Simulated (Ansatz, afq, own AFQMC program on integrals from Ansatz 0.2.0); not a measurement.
## GeNH₂, quartet in cc-pVDZ, levels against CCSDT(Q)

| atom | x (Å) | y (Å) | z (Å) |
| --- | --- | --- | --- |
| Ge | 0.0000 | 0.0000 | 0.4319 |
| N | 0.0000 | 0.0000 | -1.8834 |
| H | 0.0000 | 0.8309 | -2.4773 |
| H | 0.0000 | -0.8309 | -2.4773 |

Connectivity, by distances: Ge–NH2.

Basis cc-pVDZ. Noble-gas cores (and the filled d shells of Ga–Kr and In–Xe) are frozen. AFQMC by an in-house program on the Cholesky factors that Ansatz 0.2.0 writes for its CCSD(T) run. ph-AFQMC/CISD is guided by a CISD state made of CCSD amplitudes; releasing the constraint for a short imaginary time cuts its bias at the price of noise, slowly where states lie close. ± is one standard error of the sampling. No spin–orbit coupling.

Determinant: UHF, the one that the program's search chose, which needn't be the lowest solution. The geometry is a PBE0/def2-TZVP stationary point of this or a neighbouring charge and spin state.

No full CI on the walks' own integrals is used here; CCSDT(Q) serves as the reference and is uncertain by about the last step of the cluster series.

Cautions: no relativity below Rb; no spin-orbit coupling; inner d shell frozen; another spin lies lower; the released energies have errors that jump between times, so the bars are unsure, so no released level is given (meV from the phaseless value at times in 1/Eh: -1 ± 3 at 0.24, 3 ± 6 at 0.51, -12.1 ± 1.5 at 0.99, -13 ± 6 at 1.62, -4 ± 3 at 2.40), though the last usable value meets CCSDT(Q) within the noise.

- T1 diagnostic: 0.0147
- weight of the determinant in the CISD state: 0.896
- ⟨S²⟩ of the determinant: 3.788
- size of the correlated space: 11 electrons in 36 orbitals

Reference: CCSDT(Q), correlation energy -6.204 eV.

```csv
level,E − E(reference) (meV),share of correlation (%)
HF,6203.9,0.00
MP2,1058.6,82.94
CCSD,153.4,97.53
CCSD(T),30.6,99.51
CCSDT,8.9,99.86
ph-AFQMC/HF,25.9 ± 23.8,99.58
ph-AFQMC/CISD,7.7 ± 2.4,99.88
```

A walk keeps the symmetry of its determinant, which the program's search chose and which needn't be the lowest solution, so a lower state of the same spin and another symmetry isn't excluded.
